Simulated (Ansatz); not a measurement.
Geometry optimisation, Ansatz, RKS PBE0-D4/cc-pVDZ.

input.yaml

```yaml
crystal:
  periodic: [false, false, false]
  atoms:
    - { symbol: Al, position_ang: [0.0, 0.0, 0.0] }
    - { symbol: F, position_ang: [0.0, 0.0, 2.04] }
    - { symbol: H, position_ang: [1.351, 0.0, -0.78] }
    - { symbol: H, position_ang: [-1.351, 0.0, -0.78] }
    - { symbol: O, position_ang: [0.0869, -1.972, 0.6559] }
    - { symbol: H, position_ang: [-0.4595, -2.5566, 0.0397] }
    - { symbol: H, position_ang: [0.0526, -1.1932, 1.752] }
basis:
  gaussian: { orbitals: cc-pVDZ }
hamiltonian:
  xc: pbe0
  dispersion: d4
relax:
  f_tol: 0.15
  max_steps: 25
  restrain:
    - { distance: [0, 4], at: 1.78, k: 30.0 }
    - { distance: [6, 1], at: 0.92, k: 30.0 }
    - { distance: [0, 1], at: 2.89, k: 30.0 }
    - { distance: [6, 4], at: 2.21, k: 30.0 }
```

Run as:

```bash
$ ansatz run input.yaml --threads 1 --pin off --max-ram 2048MiB --backend cpu --events-out ev --progress --plain --runs-dir out
```

Where does it end, and by what steps?

The forces met the threshold. The restraints hold the end off the free minimum. After 7 steps the energy has fallen by 0.567 eV (the restraints' own energy left out); Al1 moved furthest, 0.64 Å. Parted: Al1–F2 (2.04 → 2.88 Å). Joined: F2–H7 (1.23 → 0.93 Å).

```csv
step,energy less start (eV),largest force component (eV/Å),accepted
0,0.0000,2.837,yes
1,-0.0213,3.184,yes
2,-0.2361,2.782,yes
3,-0.4445,1.124,yes
4,-0.4971,0.998,yes
5,-0.5502,0.528,yes
6,-0.4776,2.120,no
7,-0.5668,0.450,yes
```

```xyz
7
Properties=species:S:1:pos:R:3
Al 0.039 -0.413 -0.487
F -0.033 -0.115 2.376
H 1.430 0.291 -0.742
H -1.402 0.107 -0.920
O 0.152 -2.021 0.243
H -0.646 -2.561 0.258
H 0.139 -1.010 2.199
```

Time of the run: 19 s on 1 thread of Arm Neoverse V1 (shared host), peak memory 0.13 GiB.
